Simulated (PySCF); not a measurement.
# BNH6: NMR shifts, electronic excitations and core binding energies in gas and solvents, part 2 of 2

PySCF 2.14.0. Atoms count from 0.

**10. Excited states and response: CAM-B3LYP/aug-cc-pVTZ**

Job settings and geometry (Å):

```
{"job": {"kind": "uv", "xc": "CAM-B3LYP", "basis": "aug-cc-pVTZ", "ip": false, "dynamic": false}, "charge": 0, "multiplicity": 1}
B     -0.820061     0.047906     0.107319
N      0.800840    -0.053908    -0.109758
H     -1.307433    -0.401961    -0.907131
H     -1.052949    -0.622945     1.090289
H     -1.047225     1.227720     0.267201
H      1.297277     0.303352     0.700125
H      1.092869     0.484230    -0.918947
H      1.087818    -1.016652    -0.253162
```

Level: TDDFT CAM-B3LYP/aug-cc-pVTZ, vertical, gas phase, core orbitals frozen in the response.

Log:

```text
coarse grid: 5872 points
cycle   1  E = -83.1648515094  dE = -5.215e-02  |g| = 3.067e-01  |ddm| = 5.460e+00
cycle   2  E = -83.1904067680  dE = -2.556e-02  |g| = 1.712e-01  |ddm| = 1.253e+00
cycle   3  E = -83.1991246850  dE = -8.718e-03  |g| = 2.418e-02  |ddm| = 4.487e-01
cycle   4  E = -83.1992788086  dE = -1.541e-04  |g| = 9.758e-03  |ddm| = 6.508e-02
cycle   5  E = -83.1992967051  dE = -1.790e-05  |g| = 3.129e-03  |ddm| = 1.690e-02
cycle   6  E = -83.1992987005  dE = -1.995e-06  |g| = 2.144e-04  |ddm| = 5.774e-03
final grid: 54432 points
cycle   7  E = -83.1994417546  dE = -3.567e-05  |g| = 3.212e-03  |ddm| = 1.735e-01
cycle   8  E = -83.1994416381  dE =  1.164e-07  |g| = 3.365e-03  |ddm| = 1.473e-02
cycle   9  E = -83.1994437168  dE = -2.079e-06  |g| = 1.255e-04  |ddm| = 4.563e-03
cycle  10  E = -83.1994437210  dE = -4.232e-09  |g| = 3.139e-05  |ddm| = 8.048e-04
cycle  11  E = -83.1994437214  dE = -3.200e-10  |g| = 8.142e-06  |ddm| = 1.080e-04
converged SCF energy = -83.1994437214

Static polarisability (au): isotropic 32.011, principal 31.476 31.486 33.071

Singlet excitations
state   eV       nm        f      main configurations
  1   6.2945    197.0   0.00777   H->L 0.91
  2   6.2978    196.9   0.00774   H-1->L 0.91
  3   7.6070    163.0   0.00008   H->L+2 0.51, H-1->L+1 0.36
  4   7.6247    162.6   0.01194   H->L+1 0.34, H-1->L+2 0.30, H-1->L+1 0.11
  5   7.6251    162.6   0.01157   H-1->L+1 0.39, H->L+2 0.26, H-1->L+2 0.10
  6   7.7042    160.9   0.00332   H-1->L+2 0.46, H->L+1 0.42
  7   7.8607    157.7   0.06702   H->L+3 0.83
  8   7.8634    157.7   0.06729   H-1->L+3 0.83
  9   8.4117    147.4   0.10397   H-2->L 0.82
 10   8.5002    145.9   0.01098   H->L+4 0.86

Triplet excitations (Tamm-Dancoff, eV): 6.1919 6.1951 7.5220 7.5382
```

It took 12 s on 1 thread of Arm Neoverse V1, shared host; peak memory 0.78 GiB.

Key values: HOMO -9.29 eV, LUMO -0.37 eV; lowest singlet 6.29 eV.

**11. Ultraviolet spectrum: wB97X-D/aug-cc-pVTZ**

The job, as its differences from that of step 10:

```diff
@@ -1,2 +1,2 @@
-{"job": {"kind": "uv", "xc": "CAM-B3LYP", "basis": "aug-cc-pVTZ", "ip": false, "dynamic": false}, "charge": 0, "multiplicity": 1}
+{"job": {"kind": "uv", "xc": "wB97X-D", "basis": "aug-cc-pVTZ", "ip": true, "dynamic": false}, "charge": 0, "multiplicity": 1}
 B     -0.820061     0.047906     0.107319
```

Level: TDDFT wB97X-D/aug-cc-pVTZ, vertical, gas phase, core orbitals frozen in the response.

Log:

```text
coarse grid: 5872 points
cycle   1  E = -83.1934733530  dE = -4.505e-02  |g| = 2.931e-01  |ddm| = 5.292e+00
cycle   2  E = -83.2206402987  dE = -2.717e-02  |g| = 1.286e-01  |ddm| = 1.634e+00
cycle   3  E = -83.2252053302  dE = -4.565e-03  |g| = 2.107e-02  |ddm| = 3.436e-01
cycle   4  E = -83.2253417568  dE = -1.364e-04  |g| = 3.319e-03  |ddm| = 8.816e-02
cycle   5  E = -83.2253454222  dE = -3.665e-06  |g| = 2.030e-03  |ddm| = 1.382e-02
final grid: 54432 points
cycle   6  E = -83.2234873942  dE = -7.789e-05  |g| = 7.987e-03  |ddm| = 2.760e-01
cycle   7  E = -83.2234886618  dE = -1.268e-06  |g| = 7.760e-03  |ddm| = 3.606e-02
cycle   8  E = -83.2234994456  dE = -1.078e-05  |g| = 2.210e-04  |ddm| = 1.070e-02
cycle   9  E = -83.2234994710  dE = -2.531e-08  |g| = 7.992e-05  |ddm| = 2.750e-03
cycle  10  E = -83.2234994734  dE = -2.412e-09  |g| = 2.048e-05  |ddm| = 4.024e-04
cycle  11  E = -83.2234994736  dE = -2.612e-10  |g| = 2.375e-06  |ddm| = 1.770e-04
converged SCF energy = -83.2234994736

Static polarisability (au): isotropic 32.063, principal 31.566 31.574 33.049

Singlet excitations
state   eV       nm        f      main configurations
  1   6.5167    190.3   0.01208   H->L 0.83, H->L+9 0.08
  2   6.5195    190.2   0.01207   H-1->L 0.83, H-1->L+9 0.08
  3   7.6713    161.6   0.00018   H->L+2 0.44, H-1->L+1 0.29, H->L+1 0.09
  4   7.6837    161.4   0.01724   H-1->L+1 0.21, H->L+1 0.18, H->L+2 0.17
  5   7.6843    161.3   0.01664   H-1->L+1 0.22, H-1->L+2 0.21, H->L+1 0.17
  6   7.7707    159.6   0.00354   H-1->L+2 0.37, H->L+1 0.36
  7   7.8775    157.4   0.05205   H->L+3 0.70
  8   7.8795    157.4   0.05251   H-1->L+3 0.71
  9   8.5036    145.8   0.02476   H->L+6 0.78, H->L 0.09
 10   8.5061    145.8   0.02475   H-1->L+6 0.78, H-1->L 0.09

Triplet excitations (Tamm-Dancoff, eV): 6.4482 6.4511 7.5296 7.5482
Vertical ionisation energy (delta-SCF) = 10.5603 eV
```

Run time: 26 s. Hardware: 1 thread of Arm Neoverse V1, shared host; peak memory 0.77 GiB.

Key values: HOMO -9.76 eV, LUMO 0.37 eV; lowest singlet 6.52 eV.

**12. Core-electron binding energies: SCAN, X2C**

The job, as its differences from that of step 11:

```diff
@@ -1,2 +1,2 @@
-{"job": {"kind": "uv", "xc": "wB97X-D", "basis": "aug-cc-pVTZ", "ip": true, "dynamic": false}, "charge": 0, "multiplicity": 1}
+{"job": {"kind": "xps", "basis": "pcX-3", "basis_other": "pcseg-2"}, "charge": 0, "multiplicity": 1}
 B     -0.820061     0.047906     0.107319
```

With the program's defaults for keys left out, this is: delta-SCF UKS SCAN, pcX-3 on the ionised atom, pcseg-2 elsewhere, spin-free X2C.

Log:

```text
ground state, core basis on atom 0 (B), 198 functions
  cycle   1  E = -83.17625928  |g| = 4.37e-01
  cycle   2  E = -83.16720912  |g| = 4.83e-01
  cycle   3  E = -83.23693070  |g| = 7.02e-02
  cycle   4  E = -83.23776365  |g| = 2.83e-02
  cycle   5  E = -83.23788799  |g| = 1.01e-02
  cycle   6  E = -83.23790270  |g| = 2.71e-03
  cycle   7  E = -83.23790514  |g| = 1.40e-04
  E(ground) = -83.24047275 Eh
hole in B 1s of atom 0
  cycle   1  E = -75.70833583  |g| = 1.16e+00
  cycle   2  E = -75.36812133  |g| = 1.30e+00
  cycle   3  E = -76.08265855  |g| = 2.57e-01
  cycle   4  E = -76.10460750  |g| = 1.52e-01
  cycle   5  E = -76.11387351  |g| = 2.35e-02
  cycle   6  E = -76.11399035  |g| = 7.54e-03
  cycle   7  E = -76.11401707  |g| = 2.11e-03
  cycle   8  E = -76.11402024  |g| = 9.00e-04
  cycle   9  E = -76.11402128  |g| = 2.35e-04
  E(ion) = -76.11779978 Eh   <S^2> = 0.7696   hole on atom = 1.000   binding energy = 193.818 eV
ground state, core basis on atom 1 (N), 198 functions
  cycle   1  E = -83.24289856  |g| = 1.43e-01
  cycle   2  E = -83.24266887  |g| = 4.52e-02
  cycle   3  E = -83.24247205  |g| = 5.52e-02
  cycle   4  E = -83.24308442  |g| = 1.93e-03
  cycle   5  E = -83.24308554  |g| = 1.35e-04
  E(ground) = -83.24371757 Eh
hole in N 1s of atom 1
  cycle   1  E = -67.57677783  |g| = 1.85e+00
  cycle   2  E = -67.14905892  |g| = 1.93e+00
  cycle   3  E = -68.21577888  |g| = 3.33e-01
  cycle   4  E = -68.24608261  |g| = 4.05e-02
  cycle   5  E = -68.24658786  |g| = 1.71e-02
  cycle   6  E = -68.24672839  |g| = 4.00e-03
  cycle   7  E = -68.24673883  |g| = 1.55e-03
  cycle   8  E = -68.24674012  |g| = 4.41e-04
  E(ion) = -68.24729873 Eh   <S^2> = 0.7646   hole on atom = 1.000   binding energy = 408.073 eV
```

Run time: 13 s. Hardware: 1 thread of Arm Neoverse V1, shared host; peak memory 0.55 GiB.

Binding energies by hole, beside the orbital energy of the ground state; the difference holds orbital relaxation and, for a density functional, its self-interaction error:

```tsv
hole	stands for	environment	ΔSCF (eV)	−ε (eV)	⟨S²⟩	measured (eV)
B1s on B0	B0	boron bonded to N, 3 H	193.82	178.0	0.770	193.73
N1s on N1	N1	donor nitrogen of a Lewis adduct	408.07	388.1	0.765	408.41
```

Measured: gas; Beach, A photoelectron spectroscopic study of bonding in inorganic and organometallic compounds, PhD thesis, LBL 1985.

**13. Comparing the runs: NMR shifts**

Shifts (ppm), means over like atoms, with basis size and wall time (the measured row can stand on another reference than the computed rows):

```tsv
run	H5	H2	B0	N1	functions	time
PBE0/pcSseg-2	2.70	2.15	-25.5	34.5	156	6.2 s
KT3/pcSseg-2	2.84	2.21	-22.8	39.9	156	7.8 s
wB97X-D/pcSseg-2	2.64	2.12	-25.7	32.3	156	6.1 s
B97-2/pcSseg-2	2.72	2.12	-24.1	34.4	156	4.9 s
WP04/pcSseg-2 in chloroform	3.11	1.31	-22.7	29.7	156	5.2 s
wB97X-D/pcSseg-2 in chloroform	2.91	1.70	-27.6	29.2	156	6.4 s
measured	–	–	-22.0	–	–	–
```

Measured: solution, THF; H. S. Rzepa et al., J. Org. Chem. 2018, An accessible method for DFT calculation of 11B NMR shifts.

**14. Run by run: electronic excitations**

Excitations and ground-state properties, with basis size and wall time:

```tsv
run	lowest singlet (eV)	brightest (eV)	f	gap (eV)	α (Å³)	μ (D)	functions	time
PBE0/aug-cc-pVTZ	5.94	8.17	0.089	7.00	4.78	5.32	230	11 s
CAM-B3LYP/aug-cc-pVTZ	6.29	8.41	0.104	8.93	4.74	5.34	230	12 s
wB97X-D/aug-cc-pVTZ	6.52	7.88	0.053	10.12	4.75	5.38	230	26 s
```

Measured dipole: 5.22 D (gas; NIST CCCBDB Release 22 (SRD 101), experimental dipoles).

**15. What came out**

What follows sums up all 2 parts.

| quantity | value |
| --- | --- |
| point group | C3v |
| rotational constants (main isotopes) | 73.76, 17.96, 17.96 GHz |
| 1H shifts against TMS (PBE0/pcSseg-2, means over atoms taken as alike) | 2.70, 2.15 ppm |
| 11B shifts against BF3·OEt2 (PBE0/pcSseg-2) | -25.5 ppm |
| 15N shifts against NH3 (PBE0/pcSseg-2) | 34.5 ppm |
| measured, and computed on the same scale | B0 δ -22.0, -25.5 ppm |
| lowest singlet (PBE0/aug-cc-pVTZ) | 5.94 eV (209 nm), f = 0.004 |
| brightest single state of those computed | state 10, 8.17 eV, f = 0.089 |
| lowest triplet | 5.84 eV |
| B1s binding energies, SCAN/pcX-3 | B0 193.82 eV |
| N1s binding energies, SCAN/pcX-3 | N1 408.07 eV |
| range of the shift of N1 (wB97X-D/pcSseg-2 runs) | 29.2 to 32.3 ppm |
| range of the lowest singlet | 5.94 to 6.52 eV |

What this shows: At PBE0/pcSseg-2: The largest span, 37 ppm, is at B0, where the paramagnetic term is -62 ppm. The one measured 11B shift is missed by -3.5 ppm (computed less measured, unscaled). Vibration, temperature and solvent are missing from the calculation, so part of the miss against the measured shifts is not the functional's. The first singlet state (HOMO→LUMO 0.98) lies at 5.94 eV and is weak; of the 10 states computed, the strongest absorption comes from states 7 to 8 together at 7.58 eV (the last state computed is bright too, and its partners may lie past the list). The lowest triplet lies 0.10 eV below the lowest singlet (triplets in Tamm-Dancoff, singlets in full TDDFT). States above −ε(HOMO) lie where TDDFT describes them poorly and they hang on the basis; the brightest is among them. The dipole moment, 5.32 D, compares with 5.22 D measured. At SCAN/pcX-3, against 2 measured binding energies, the mean signed error is -0.12 eV. At one level, wB97X-D/pcSseg-2: Across the 2 runs the shift of N1 moves most, between 29.2 (wB97X-D/pcSseg-2 in chloroform) and 32.3 ppm (wB97X-D/pcSseg-2). The lowest singlet runs from 5.94 eV (PBE0/aug-cc-pVTZ) to 6.52 eV (wB97X-D/aug-cc-pVTZ), while the orbital gap spans 7.00 to 10.12 eV: the excitation energy moves far less from run to run than the orbital gap does. The lowest state need not be the same one in every run. For the measured dipole, PBE0/aug-cc-pVTZ misses least (0.11 D, 11 s) and wB97X-D/aug-cc-pVTZ most (0.16 D, 26 s). One molecule ranks no method: errors cancel, and vibration and temperature are missing from all runs.
